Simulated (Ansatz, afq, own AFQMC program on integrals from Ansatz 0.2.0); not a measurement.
Two steps: Ansatz 0.2.0 writes the Fock matrix and Cholesky factors of the valence space, and afq projects on them the lowest state that overlaps trial and start.

```yaml
crystal:
  periodic: [false, false, false]
  atoms:
    - {symbol: N, position_ang: [-0.509226, 2.015595, -0.569100]}
    - {symbol: Y, position_ang: [-0.714707, -0.534224, -0.109775]}
    - {symbol: O, position_ang: [-0.906152, -2.503021, 0.205453]}
    - {symbol: H, position_ang: [-1.014747, 2.558821, -1.285710]}
    - {symbol: H, position_ang: [0.091024, 2.693001, -0.073977]}
    - {symbol: H, position_ang: [-1.001962, -3.443222, 0.346879]}
basis:
  gaussian: {orbitals: def2-TZVP}
magnetization: {spin_polarized: true, initial_magnetization: 3}
correlation: {method: ccsd_t, electrons: outside_noble_gas, hamiltonian_folder: ham}
```

```sh
$ ansatz run in.yaml --threads 1 --pin off --events-out ev --progress --plain --max-ram 24576MiB --backend cuda --devices 0, --max-vram 18GiB
```

afq runs on the folder ham with

```
--method phaseless --trial hf --walkers 1000 --populations 20 --least-time 40 --time-step 0.005 --steps-per-block 20 --equilibration-blocks 160 --max-blocks 4000 --target-error 0.0012000 --factor-cut 1e-05 --start spin_pure --seed 4741 --taylor-order 6
```

Times are imaginary, in 1/Eh. The walk had a cap of 143 s. With eight or more populations the least sampling time is a fifth of least-time, and the error comes from their spread. Core potentials past Kr, no spin–orbit coupling.

Log:

```
orbitals 114  electrons 10 7  factors 865 of 910
reference energy -168.97513803 Eh
CCSD correlation -0.47903519 Eh in 21 cycles, weight of the determinant in the CISD state 0.8636
energy of the start -168.975409 Eh
 block  time / (1/Eh)  mean weight  energy / Eh
     1     0.100  1.0031  -169.149027
     2     0.200  1.0041  -169.243558
     3     0.300  1.0031  -169.312451
     4     0.400  1.0032  -169.346367
     5     0.500  1.0026  -169.374380
     8     0.800  1.0012  -169.436384
    18     1.800  0.9993  -169.471322
    69     6.900  1.0005  -169.463273
   120    12.000  0.9990  -169.464555
   171    17.100  1.0012  -169.477952
   222    22.200  1.0001  -169.481100
   273    27.300  0.9982  -169.475530
   324    32.400  0.9983  -169.464712
   375    37.500  1.0013  -169.463211
   426    42.600  1.0008  -169.491079
   477    47.700  1.0003  -169.470974
   511    51.100  0.9993  -169.448692
   528    52.800  1.0005  -169.487813
   579    57.900  0.9990  -169.453850
   630    63.000  1.0001  -169.462401
   681    68.100  1.0018  -169.506118
   698    69.800  1.0000  -169.472604
error from the spread of 20 populations
energy -169.474312 +/- 0.001185 Eh
(rows thinned)
```

The run passed its tests (sampling time, drift between the halves within three errors, error under three times the target), which doesn't prove that it has relaxed, ending at its cap on processor time.

Against this walk (error 32.2 meV) on the same determinant: CCSD(T) 116.8 meV higher, a separate phaseless walk with a CISD trial and standard settings 104.4 ± 33.2 meV higher. The error is statistical and leaves out the bias of the constraint. None of these is a sure reference here.

Cautions: constraint bias not in the error; no spin-orbit coupling; outer-core shells of the metal frozen; higher spins were not checked.

The walk took 2.4 min on 1 × NVIDIA H100 80GB HBM3 with 2 threads of AMD EPYC 7R13 Processor (Zen 3), with other jobs on the host (the card was shared). The log's last line is the phaseless energy.
